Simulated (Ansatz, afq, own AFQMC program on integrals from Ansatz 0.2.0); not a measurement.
# NH4+ (singlet): quantum Monte Carlo beside coupled cluster at distance N1–H4 = 1.024 Å, 6-31G

One table from this session's results is given with a row withheld; the runs are named, their logs left out.

Computed with Ansatz 0.2.0, Gaussian basis, and an in-house AFQMC program (afq) on its integrals; all values are calculated. Level: 6-31G, frozen cores.

To be run: Full CI; PBE (unrestricted); r2SCAN (unrestricted); PBE0 (unrestricted); B3LYP (unrestricted); wB97M-V (unrestricted); B2PLYP (unrestricted); CCSD(T) on RHF; Full CI; CCSDT(Q) on RHF; CCSDTQ on RHF; Phaseless AFQMC, CISD trial on RHF; Phaseless AFQMC, single-determinant trial on RHF; Free-projection AFQMC, CISD trial on RHF; UHF.

2 further runs of the same task are left out: 2 that didn't finish.

### The geometry

The geometry derives from a PBE0/def2-TZVP stationary point (not a proven minimum). One bond is set to the value named and the two fragments are kept rigid.

5 atoms, charge 1, spin multiplicity 1.

Atoms are counted from 1 here; the program's logs count them from 0.

Bond lengths: N1–H2 1.024 Å, N1–H3 1.024 Å, N1–H4 1.024 Å, N1–H5 1.024 Å. Angles: H2–N1–H3 109.5°, H2–N1–H4 109.5°, H2–N1–H5 109.5°, H3–N1–H4 109.5°, H3–N1–H5 109.5°, H4–N1–H5 109.5°.

The first run:

File in.yaml:

```yaml
crystal:
  periodic: [false, false, false]
  atoms:
    - {symbol: N, position_ang: [0.000000, 0.000000, 0.000000]}
    - {symbol: H, position_ang: [0.590343, 0.592302, 0.590214]}
    - {symbol: H, position_ang: [-0.592921, -0.588246, 0.591684]}
    - {symbol: H, position_ang: [-0.588983, 0.589598, -0.594267]}
    - {symbol: H, position_ang: [0.591561, -0.593654, -0.587631]}
basis:
  gaussian: {orbitals: 6-31G}
total_charge: 1
correlation: {method: fci, electrons: outside_noble_gas}
```

Run with:

```console
$ ansatz run in.yaml --threads 1 --pin off --events-out ev --progress --plain --max-ram 24576MiB --backend cuda --devices 0, --max-vram 18GiB
```

Among the steps run: Full CI; PBE (unrestricted); r2SCAN (unrestricted); PBE0 (unrestricted); B3LYP (unrestricted); wB97M-V (unrestricted); B2PLYP (unrestricted); CCSD(T) on RHF; CCSDT(Q) on RHF; CCSDTQ on RHF; Phaseless AFQMC, CISD trial on RHF; Phaseless AFQMC, single-determinant trial on RHF; Free-projection AFQMC, CISD trial on RHF; UHF.

One of the session's tables, all rows but one given; the rest of the session is left out.

On the RHF determinant, counted from full CI (exact for this spin and basis):

```
                                                              level  from full CI (meV)
                                                                 HF             +3655.6
                                                                MP2              +457.6
                                                               CCSD               +46.7
                                                            CCSD(T)               +10.5
                                                           CCSDT(Q)                 0.0
                                                             CCSDTQ                +0.3
                                                            full CI                 0.0
              Phaseless AFQMC, CISD trial, step 0.005, 4000 walkers                +0.3
Phaseless AFQMC, single-determinant trial, step 0.005, 4000 walkers                   ?
         Free-projection AFQMC, CISD trial, step 0.03, 4000 walkers                -1.2
```

Q: Estimate the row for Phaseless AFQMC, single-determinant trial, step 0.005, 4000 walkers from the others.

The run gave: from full CI (meV): -4.8. In the column «from full CI (meV)» it is the lowest.

To keep in mind: On RHF the phaseless walk with the CISD trial lies +0.3 meV from full CI, within three error bars.
